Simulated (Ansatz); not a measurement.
Basis-set extrapolation for C3H6N2O (`C=NC(=N)OC`) (PBE0-D4/def2-TZVP geometry, frozen core, Ansatz 0.2.0). Multiplicity 1, RHF reference.

```json
{"": "HF", "def2-TZVPP": "-300.943045", "def2-QZVPP": "-300.956755"}
{"": "MP2 correlation", "def2-TZVPP": "-1.118784", "def2-QZVPP": "-1.197075"}
{"": "CCSD(T) correlation", "def2-TZVPP": "-1.200460", "def2-QZVPP": "not run"}
```

Energies in hartree. Use E(X) = E(∞) + A·exp(−7.88·√X) for Hartree–Fock and E(X) = E(∞) + B·X^(−2.97) for correlation, with X = 3 and 4, and add CCSD(T) minus MP2 of the smaller set to the MP2 limit.

Question: What is the CCSD(T) energy at the basis-set limit?

Answer: HF limit: -300.956755 + (-0.013710) × 0.13774 = -300.95864. MP2 limit: -1.197075 + (-0.078291) × 0.74074 = -1.25507. Higher-order term: -1.200460 − (-1.118784) = -0.08168. Total: -302.29539 hartree, 398.8 kJ/mol below CCSD(T)/def2-TZVPP.
